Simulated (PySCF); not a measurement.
Computed with B3LYP-D3(BJ)/def2-TZVP in PySCF 2.14.0. All species are isolated molecules in the gas phase. One relaxed conformer stands for a flexible species; it need not be the lowest. B3LYP has the VWN-RPA correlation part, as in Gaussian. Excitations are Tamm–Dancoff values on a coarser integration grid. The basis has no diffuse functions, so Rydberg states are missing or too high.

Reference species (SMILES): `C=CC` (neutral, multiplicity 1).

The HOMO is -7.15 eV and the brightest of the four lowest singlets (TDA) is 7.97 eV. The T1 excitation (TDA) is 4.49 eV.

Changed species: `C=CCCC` (C–C–C–C torsion -120°, C–C–C–C torsion 65°) (X = ethyl; the reference has X = H).

**Question.** Give the shifts of the HOMO, brightest of the four lowest singlets (TDA) and T1 excitation (TDA).

**Answer.** the HOMO increases by 0.02 eV, to -7.13 eV; the brightest of the four lowest singlets (TDA) falls by 0.30 eV, to 7.67 eV; the T1 excitation (TDA) stays essentially unchanged.
